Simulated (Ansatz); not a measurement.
One change: `COC=C(O)O` becomes `CO/C=C(\O)Cl`.

Ansatz, PBE0-D4/def2-TZVP geometries, multiplicity 1. Each molecule was computed in one conformer, which needn't be the lowest.

```json
{"property": "HOMO–LUMO gap (PBE/def2-TZVPP) / eV", "`COC=C(O)O`": "4.80"}
{"property": "LUMO energy (ωB97M-V/def2-TZVPP) / eV", "`COC=C(O)O`": "2.59"}
{"property": "LUMO energy (PBE0/def2-TZVPP) / eV", "`COC=C(O)O`": "1.14"}
{"property": "size of the dipole moment (ωB97M-V/def2-TZVPP) / D", "`COC=C(O)O`": "1.06"}
{"property": "size of the dipole moment (B3LYP/def2-TZVPP) / D", "`COC=C(O)O`": "1.05"}
{"property": "HOMO–LUMO gap (PBE0/def2-TZVPP) / eV", "`COC=C(O)O`": "6.94"}
```

Q: What does the change do to each property? (Best estimate.)

A: The calculation gave: 
```tsv
property	`CO/C=C(\O)Cl`	shift
HOMO–LUMO gap (PBE/def2-TZVPP) / eV	4.44	-0.36
LUMO energy (ωB97M-V/def2-TZVPP) / eV	2.17	-0.42
LUMO energy (PBE0/def2-TZVPP) / eV	0.53	-0.61
size of the dipole moment (ωB97M-V/def2-TZVPP) / D	1.85	0.79
size of the dipole moment (B3LYP/def2-TZVPP) / D	1.87	0.82
HOMO–LUMO gap (PBE0/def2-TZVPP) / eV	6.68	-0.26
```

With PBE0 the HOMO falls by 0.36 eV and the LUMO falls by 0.61 eV, so the gap narrows by about 0.25 eV. PBE moves the HOMO by -0.36 eV and ωB97M-V by -0.31 eV. Dipoles are sizes alone; their direction can turn.

B3LYP here is the variant with VWN-RPA as its local correlation; programs differ in this.
